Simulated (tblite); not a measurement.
Propargylene, C₃H₂ (triplet state).
Atom-mapped SMILES: `[CH:1]=[C:2]=[CH:3]` (hydrogens: H4 on C1; H5 on C3)
Bond orders are those of one Lewis drawing.

Computed with GFN2-xTB (tblite), gas phase: L-BFGS steps from a force-field or distance-geometry start until the largest atomic force falls under 0.01 eV/Å.

Step 1: E = -195.6063 eV
```
atom  x, y, z in Å  |  force x, y, z in eV/Å
C1      1.2735   -0.2412   -0.1669    0.637   1.055   0.491
C2      0.0183   -0.3413   -0.0631   -0.878  -0.229   0.125
C3     -1.2588   -0.4290    0.0587    0.408   0.930  -0.267
H4      1.8671    0.5820    0.2094    0.339  -0.943  -0.413
H5     -1.8915    0.4326   -0.0553   -0.506  -0.814   0.064
```

Step 2: E = -195.6675 eV
```
atom  x, y, z in Å  |  force x, y, z in eV/Å
C1      1.2677   -0.2224   -0.1562    0.239   0.293   0.177
C2      0.0092   -0.3461   -0.0612    0.877   0.055  -0.024
C3     -1.2416   -0.4076    0.0522   -1.066   0.467  -0.063
H4      1.8756    0.5645    0.2018    0.704  -0.312  -0.116
H5     -1.9023    0.4146   -0.0538   -0.754  -0.503   0.025
```

Step 3: E = -195.7152 eV
```
atom  x, y, z in Å  |  force x, y, z in eV/Å
C1      1.2640   -0.2028   -0.1442    0.331  -0.248  -0.113
C2      0.0188   -0.3491   -0.0602   -0.465   0.170   0.095
C3     -1.2449   -0.3815    0.0457    0.243  -0.404  -0.028
H4      1.8950    0.5450    0.1938    1.157   0.228   0.125
H5     -1.9244    0.3913   -0.0522   -1.265   0.254  -0.078
```

Step 4: E = -195.7912 eV
```
atom  x, y, z in Å  |  force x, y, z in eV/Å
C1      1.2636   -0.1850   -0.1327    0.235  -0.426  -0.174
C2      0.0205   -0.3497   -0.0573   -0.376   0.398   0.096
C3     -1.2413   -0.3590    0.0376    0.064  -0.430  -0.017
H4      1.9367    0.5272    0.1869    1.173   0.301   0.167
H5     -1.9708    0.3695   -0.0517   -1.096   0.156  -0.072
```

Problem. Estimate the geometry and energy of step 5. (The exact step hangs on the optimiser's Hessian estimate; all steps are aligned on step 4, rigid shifts and turns removed.)

Solution. E = -195.9820 eV, largest force 1.097 eV/Å
```
atom  x, y, z in Å  |  force x, y, z in eV/Å
C1      1.2635   -0.1275   -0.0924    0.985   0.124   0.121
C2      0.0246   -0.3384   -0.0451   -0.370   0.944   0.113
C3     -1.2359   -0.2778    0.0071   -1.074   0.207  -0.085
H4      2.1074    0.4638    0.1636   -0.083  -0.529  -0.165
H5     -2.1510    0.2829   -0.0504    0.541  -0.746   0.017
```

The energy changes by -0.1909 eV. The first-order estimate −F·Δx gives -0.2997 eV and the mean of the old and new forces, exact on a quadratic surface, -0.1631 eV. The step makes an angle of 57° with the force vector and moves no atom by more than 0.200 Å.

What follows is the cost of the whole relaxation. Hardware: an Intel Xeon at 2.50 GHz with one thread, shared host. Cost: 0.21 s.
